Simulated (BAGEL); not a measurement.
# Si2H5Cl (SMILES [SiH3][SiH2]Cl) at PBE0/cc-pVDZ (density fitting with qzvpp-jkfit)

Aim: the energy change on altering one bond length of Si2H5Cl at PBE0/cc-pVDZ (density fitting with qzvpp-jkfit), from 2 runs. 

Program for the calculation: BAGEL 1.2.2.

## 1. Starting point

Si2H5Cl: 8 atoms, total charge 0, spin state singlet. SMILES: `[SiH3][SiH2]Cl`. The coordinates come from a PBE0-D4/def2-TZVP relaxation.

Bond lengths: Si1–Si2 2.338 Å, Si2–Cl3 2.065 Å, Si1–H4 1.488 Å, Si1–H5 1.486 Å, Si1–H6 1.486 Å, Si2–H7 1.485 Å, Si2–H8 1.485 Å. Some angles: Si1–Si2–Cl3 108.7°, Si1–Si2–H7 111.9°, Si1–Si2–H8 111.8°, Cl3–Si2–H7 107.7°, Cl3–Si2–H8 107.7°, Si2–Si1–H4 109.6°, Si2–Si1–H5 109.6°, Si2–Si1–H6 109.6°, H7–Si2–H8 108.8°, H4–Si1–H5 109.3°.

## 2. A single-point energy at PBE0/cc-pVDZ (density fitting with qzvpp-jkfit)

job.json reads:

```json
{ "bagel" : [

{
  "title" : "molecule",
  "basis" : "cc-pvdz.json",
  "df_basis" : "qzvpp-jkfit",
  "angstrom" : true,
  "geometry" : [
    { "atom" : "Si", "xyz" : [      -0.706500,       0.881800,      -0.390300 ] },
    { "atom" : "Si", "xyz" : [       0.573400,      -0.938800,       0.325900 ] },
    { "atom" : "Cl", "xyz" : [       2.431600,      -0.252900,       0.908000 ] },
    { "atom" : "H", "xyz" : [      -2.053000,       0.410100,      -0.813000 ] },
    { "atom" : "H", "xyz" : [      -0.034300,       1.540700,      -1.540000 ] },
    { "atom" : "H", "xyz" : [      -0.854500,       1.855700,       0.722100 ] },
    { "atom" : "H", "xyz" : [      -0.041800,      -1.622800,       1.491400 ] },
    { "atom" : "H", "xyz" : [       0.777200,      -1.930900,      -0.759900 ] }
  ]
},

{ "title" : "ks", "xc_func" : "pbe0", "charge" : 0 },

{ "title" : "print", "file" : "orbitals.molden", "orbitals" : true }

]}
```

The basis set cc-pVDZ is read from a file made from the Basis Set Exchange's data (not shown).

On the command line:

```bash
BAGEL_NUM_THREADS=1 BAGEL job.json > job.out
```

Output:

```text
* using 1 threads per process

  ===============================================================
  ===============================================================

  *** Geometry ***

  { "atom" : "Si", "xyz" : [     -1.335092,      1.666360,     -0.737560 ] },
  { "atom" : "Si", "xyz" : [      1.083569,     -1.774075,      0.615862 ] },
  { "atom" : "Cl", "xyz" : [      4.595058,     -0.477912,      1.715871 ] },
  { "atom" : "H", "xyz" : [     -3.879608,      0.774977,     -1.536347 ] },
  { "atom" : "H", "xyz" : [     -0.064818,      2.911501,     -2.910178 ] },
  { "atom" : "H", "xyz" : [     -1.614771,      3.506765,      1.364571 ] },
  { "atom" : "H", "xyz" : [     -0.078991,     -3.066648,      2.818338 ] },
  { "atom" : "H", "xyz" : [      1.468695,     -3.648872,     -1.436003 ] },

  Number of auxiliary basis functions:      474

  Since a DF basis is specified, we compute 2- and 3-index integrals:
    o Being stored without compression. Storage requirement is 0.024 GB

  Number of basis functions:       79
  Number of electrons      :       50

    * METHOD: MOLECULE                             0.35

  *** Kohn-Sham DFT ***

    * Removing 13235 points whose weight is below 1.00e-10
    * Grid points: 106013

  === Nuclear Repulsion ===
   191.5082617889

       - DIIS with orbital gradients will be used.

  === KS iteration (pbe0 / cc-pvdz.json) ===
      0      -1019.32926487          0.07694616           0.52
      1      -1000.85802931          0.10775173           0.49
      2       -924.49771202          0.13119772           0.49
      3      -1026.26989063          0.11116717           0.49
      4      -1039.14269684          0.05667148           0.49
      5      -1041.44289173          0.02047696           0.50
      6      -1041.79218600          0.00665280           0.49
      7      -1041.81940689          0.00287722           0.49
      8      -1041.82339103          0.00037183           0.49
      9      -1041.82345356          0.00009079           0.49
     10      -1041.82345806          0.00001101           0.49
     11      -1041.82345813          0.00000456           0.49
     12      -1041.82345814          0.00000121           0.49
     13      -1041.82345814          0.00000043           0.49
     14      -1041.82345814          0.00000010           0.49
     15      -1041.82345814          0.00000004           0.49
     16      -1041.82345814          0.00000001           0.49
    * SCF iteration converged.

    * Permanent dipole moment:
           (    0.552167,     0.096897,     0.187281) a.u.

    * METHOD: KS                                   9.34

    * METHOD: PRINT                                0.03

  ===============================================================
```

Run time: 9.9 s. Hardware: 1 thread of Arm Neoverse N1, shared host; peak memory 0.42 GiB.

## 3. The distorted shape

job.json reads:

```json
{ "bagel" : [

{
  "title" : "molecule",
  "basis" : "cc-pvdz.json",
  "df_basis" : "qzvpp-jkfit",
  "angstrom" : true,
  "geometry" : [
    { "atom" : "Si", "xyz" : [   -0.614201,    0.984421,   -0.565162 ] },
    { "atom" : "Si", "xyz" : [    0.665699,   -0.836179,    0.151038 ] },
    { "atom" : "Cl", "xyz" : [    2.523899,   -0.150279,    0.733138 ] },
    { "atom" : "H", "xyz" : [   -1.960701,    0.512721,   -0.987862 ] },
    { "atom" : "H", "xyz" : [    0.057999,    1.643321,   -1.714862 ] },
    { "atom" : "H", "xyz" : [   -0.762201,    1.958321,    0.547238 ] },
    { "atom" : "H", "xyz" : [   -0.041800,   -1.622800,    1.491400 ] },
    { "atom" : "H", "xyz" : [    0.869499,   -1.828279,   -0.934762 ] }
  ]
},
{
  "title" : "ks",
  "xc_func" : "pbe0"
},
{
  "title" : "print",
  "file" : "orbitals.molden",
  "orbitals" : true
}

]}
```

The basis set cc-pVDZ is read from a file made from the Basis Set Exchange's data (not shown).

On the command line:

```bash
BAGEL_NUM_THREADS=1 BAGEL job.json > job.out
```

Output:

```text
* using 1 threads per process

  ===============================================================
  ===============================================================

  *** Geometry ***

  { "atom" : "Si", "xyz" : [     -1.160672,      1.860286,     -1.068001 ] },
  { "atom" : "Si", "xyz" : [      1.257989,     -1.580149,      0.285420 ] },
  { "atom" : "Cl", "xyz" : [      4.769478,     -0.283986,      1.385430 ] },
  { "atom" : "H", "xyz" : [     -3.705188,      0.968902,     -1.866789 ] },
  { "atom" : "H", "xyz" : [      0.109602,      3.105427,     -3.240620 ] },
  { "atom" : "H", "xyz" : [     -1.440351,      3.700690,      1.034130 ] },
  { "atom" : "H", "xyz" : [     -0.078991,     -3.066648,      2.818338 ] },
  { "atom" : "H", "xyz" : [      1.643115,     -3.454947,     -1.766444 ] },

  Number of auxiliary basis functions:      474

  Since a DF basis is specified, we compute 2- and 3-index integrals:
    o Being stored without compression. Storage requirement is 0.024 GB

  Number of basis functions:       79
  Number of electrons      :       50

    * METHOD: MOLECULE                             0.39

  *** Kohn-Sham DFT ***

    * Removing 13071 points whose weight is below 1.00e-10
    * Grid points: 106177

  === Nuclear Repulsion ===
   190.5423871114

       - DIIS with orbital gradients will be used.

  === KS iteration (pbe0 / cc-pvdz.json) ===
      0      -1019.17088340          0.07894361           0.53
      1      -1001.10755905          0.10715633           0.54
      2       -923.46815800          0.12947280           0.57
      3      -1025.48521010          0.11760730           0.52
      4      -1040.31949417          0.03973605           0.56
      5      -1041.23412682          0.03019580           0.63
      6      -1041.73230736          0.00869158           0.55
      7      -1041.80745405          0.00229134           0.51
      8      -1041.81258481          0.00052621           0.51
      9      -1041.81279669          0.00012291           0.55
     10      -1041.81280489          0.00002582           0.55
     11      -1041.81280524          0.00000595           0.51
     12      -1041.81280526          0.00000134           0.52
     13      -1041.81280526          0.00000035           0.62
     14      -1041.81280526          0.00000018           0.52
     15      -1041.81280526          0.00000004           0.54
     16      -1041.81280526          0.00000002           0.55
     17      -1041.81280526          0.00000000           0.53
    * SCF iteration converged.

    * Permanent dipole moment:
           (    0.503714,     0.019826,     0.280289) a.u.

    * METHOD: KS                                  10.74

    * METHOD: PRINT                                0.04

  ===============================================================
```

Run time: 11 s. Hardware: 1 thread of Arm Neoverse N1, shared host; peak memory 0.42 GiB.

## 4. Summary of results

Level: PBE0/cc-pVDZ (density fitting with qzvpp-jkfit).

```
                                                          quantity           value
                                         first shape: total energy  -1041.82346 Eh
                                        first shape: dipole moment          1.50 D
                                          first shape: HOMO energy        -8.16 eV
                                          first shape: LUMO energy        -0.35 eV
                                        first shape: HOMO–LUMO gap         7.81 eV
                                     distorted shape: total energy  -1041.81281 Eh
                                    distorted shape: dipole moment          1.47 D
                                      distorted shape: HOMO energy        -8.17 eV
                                      distorted shape: LUMO energy        -0.38 eV
                                    distorted shape: HOMO–LUMO gap         7.78 eV
energy change with the Si2–H7 bond stretched from 1.485 to 1.708 Å        0.290 eV
```

In words: With the Si2–H7 bond stretched from 1.485 to 1.708 Å the energy rises by 0.29 eV (28.0 kJ/mol). The first shape isn't relaxed at this level, so the change isn't measured from a minimum.
